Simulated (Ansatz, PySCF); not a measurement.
Pulling on the C3–H7 bond in propyne (SMILES C#CC) (multiplicity 1 held, fragments rigid). Energies count from the point at 1.062 Å.
Geometry at that point (charge 0, multiplicity 1):
```xyz
7

C     -1.21952    -0.12580    -0.15711
C      0.21519     0.02220     0.02772
C      1.39870     0.14429     0.18020
H     -1.44599    -1.00663    -0.76123
H     -1.63960     0.74635    -0.66207
H     -1.72703    -0.23618     0.80328
H      2.44640     0.25237     0.31518
```

Restricted levels (R-, RO-) in cc, def2 and unpolarised 6-31G sets keep to the state of the molecule at rest. U- levels take the lowest unrestricted solution at each point, which mixes spins at long bonds. Levels need not reach the same state.

Cores are frozen in the correlated methods. Rows in 3-21G, 6-31G* carry no dispersion term and start afresh at each structure (6-31G* with six Cartesian d functions).

Codes used: Ansatz (Gaussian basis) for Hartree–Fock, density functionals and correlated methods; PySCF for 3-21G rows, 6-31G* rows. 

Energies in kJ/mol.

```json
[
 {"R (Å)": "0.850", "R-HF/3-21G": "131", "U-PBE/cc-pVTZ": "140", "R-B3LYP/6-31G*": "143", "R-MP2/cc-pVTZ": "135", "U-CCSD(T)/cc-pVTZ": "136"},
 {"R (Å)": "0.956", "R-HF/3-21G": "23", "U-PBE/cc-pVTZ": "30", "R-B3LYP/6-31G*": "30", "R-MP2/cc-pVTZ": "26", "U-CCSD(T)/cc-pVTZ": "27"},
 {"R (Å)": "1.062", "R-HF/3-21G": "0", "U-PBE/cc-pVTZ": "0", "R-B3LYP/6-31G*": "0", "R-MP2/cc-pVTZ": "0", "U-CCSD(T)/cc-pVTZ": "0"},
 {"R (Å)": "1.168", "R-HF/3-21G": "23", "U-PBE/cc-pVTZ": "15", "R-B3LYP/6-31G*": "17", "R-MP2/cc-pVTZ": "19", "U-CCSD(T)/cc-pVTZ": "18"},
 {"R (Å)": "1.274", "R-HF/3-21G": "71", "U-PBE/cc-pVTZ": "54", "R-B3LYP/6-31G*": "59", "R-MP2/cc-pVTZ": "62", "U-CCSD(T)/cc-pVTZ": "59"},
 {"R (Å)": "1.434", "R-HF/3-21G": "163", "U-PBE/cc-pVTZ": "134", "R-B3LYP/6-31G*": "142", "R-MP2/cc-pVTZ": "147", "U-CCSD(T)/cc-pVTZ": "141"},
 {"R (Å)": "1.593", "R-HF/3-21G": "263", "U-PBE/cc-pVTZ": "219", "R-B3LYP/6-31G*": "231", "R-MP2/cc-pVTZ": "239", "U-CCSD(T)/cc-pVTZ": "228"},
 {"R (Å)": "1.858", "R-HF/3-21G": "425", "U-PBE/cc-pVTZ": "352", "R-B3LYP/6-31G*": "369", "R-MP2/cc-pVTZ": "380", "U-CCSD(T)/cc-pVTZ": "367"},
 {"R (Å)": "2.124", "R-HF/3-21G": "568", "U-PBE/cc-pVTZ": "460", "R-B3LYP/6-31G*": "483", "R-MP2/cc-pVTZ": "495", "U-CCSD(T)/cc-pVTZ": "…"},
 {"R (Å)": "2.442", "R-HF/3-21G": "711", "U-PBE/cc-pVTZ": "528", "R-B3LYP/6-31G*": "589", "R-MP2/cc-pVTZ": "594", "U-CCSD(T)/cc-pVTZ": "545"},
 {"R (Å)": "2.867", "R-HF/3-21G": "857", "U-PBE/cc-pVTZ": "561", "R-B3LYP/6-31G*": "686", "R-MP2/cc-pVTZ": "669", "U-CCSD(T)/cc-pVTZ": "…"},
 {"R (Å)": "3.398", "R-HF/3-21G": "982", "U-PBE/cc-pVTZ": "573", "R-B3LYP/6-31G*": "756", "R-MP2/cc-pVTZ": "693", "U-CCSD(T)/cc-pVTZ": "577"}
]
```

Task: What belongs in the gaps?

Result: 
- 2.867, U-CCSD(T)/cc-pVTZ: 572
- 2.124, U-CCSD(T)/cc-pVTZ: 472

Doubts at one or more of the structures used: a restricted determinant that unrestricted orbitals would lower (R-HF/3-21G, R-B3LYP/6-31G*, R-MP2/cc-pVTZ); a spin-contaminated determinant (U-PBE/cc-pVTZ, U-CCSD(T)/cc-pVTZ); T1 above 0.05 (U-CCSD(T)/cc-pVTZ); the program's own flag: large difference (U-CCSD(T)/cc-pVTZ).

Ansatz is a program for electronic structure.
